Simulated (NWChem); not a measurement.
# Polarisability of chloroform (CHCl$_{3}$)

```xyz
5

Cl     0.8517    -0.0663     1.4726
C     -0.0092     0.4528     0.0000
Cl     0.8517    -0.0663    -1.4726
Cl    -1.6984    -0.1182     0.0000
H     -0.0315     1.5461     0.0000
```
Charge 0, spin multiplicity 1.

All runs are NWChem calculations. All single points use one geometry, from B3LYP/def2-SVP, a minimum by its harmonic frequencies.

Basis set: 6-31G*. The field's frequency is 0.0773 Ha (589 nm). This basis has no diffuse functions, which lowers polarisabilities.

The correlated methods keep 16 core orbitals frozen. B3LYP has NWChem's definition, with VWN1-RPA local correlation. The Pople sets run with spherical d functions. Coupled-cluster values serve here as a point of comparison, not as the truth.

Question: Order these methods by the isotropic polarisability they give, lowest first: PBE, HF, PBE0, B3LYP, CCSD linear response.

Answer: HF (38.92 bohr³), CCSD linear response (39.38 bohr³), PBE0 (40.44 bohr³), B3LYP (40.58 bohr³), PBE (41.72 bohr³)
